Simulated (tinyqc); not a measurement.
Inside a calculation. Method: LCCD on RHF in the sto-3g basis, frozen core, for CH3+, spin multiplicity 1. One step of it, computed by the program tinyqc.

Question. Orthogonalisation. S = U s U^T; symmetric (Loewdin) form X = U s^(-1/2) U^T, so that X^T S X = 1.

overlap S, order 1C 1s, 1C 2s, 1C 2px, 1C 2py, 1C 2pz, 2H 1s, 3H 1s, 4H 1s:
```
[[1.000000, 0.248362, 0.000000, 0.000000, 0.000000, 0.071396, 0.071231, 0.071231],
 [0.248362, 1.000000, 0.000000, 0.000000, 0.000000, 0.524917, 0.524330, 0.524330],
 [0.000000, 0.000000, 1.000000, 0.000000, 0.000000, 0.485363, -0.242529, -0.242529],
 [0.000000, 0.000000, 0.000000, 1.000000, 0.000000, 0.000000, 0.420070, -0.420070],
 [0.000000, 0.000000, 0.000000, 0.000000, 1.000000, -0.033490, -0.033436, -0.033436],
 [0.071396, 0.524917, 0.485363, 0.000000, -0.033490, 1.000000, 0.168438, 0.168438],
 [0.071231, 0.524330, -0.242529, 0.420070, -0.033436, 0.168438, 1.000000, 0.168215],
 [0.071231, 0.524330, -0.242529, -0.420070, -0.033436, 0.168438, 0.168215, 1.000000]]
```

Give: eigenvalues of S; X.

Answer.

eigenvalues of S: [0.2257, 0.3155, 0.3159, 0.9554, 1.0052, 1.5159, 1.5160, 2.1503]

X, order 1C 1s, 1C 2s, 1C 2px, 1C 2py, 1C 2pz, 2H 1s, 3H 1s, 4H 1s:
```
[[1.0286, -0.1716, 0.0000, 0.0000, 0.0026, 0.0262, 0.0262, 0.0262],
 [-0.1716, 1.5302, 0.0005, 0.0000, -0.0316, -0.3903, -0.3893, -0.3893],
 [0.0000, 0.0005, 1.2283, 0.0000, 0.0000, -0.3916, 0.1955, 0.1955],
 [0.0000, 0.0000, 0.0000, 1.2279, 0.0000, 0.0000, -0.3385, 0.3385],
 [0.0026, -0.0316, 0.0000, 0.0000, 1.0020, 0.0245, 0.0244, 0.0244],
 [0.0262, -0.3903, -0.3916, 0.0000, 0.0245, 1.3253, -0.0392, -0.0392],
 [0.0262, -0.3893, 0.1955, -0.3385, 0.0244, -0.0392, 1.3243, -0.0391],
 [0.0262, -0.3893, 0.1955, 0.3385, 0.0244, -0.0392, -0.0391, 1.3243]]
```
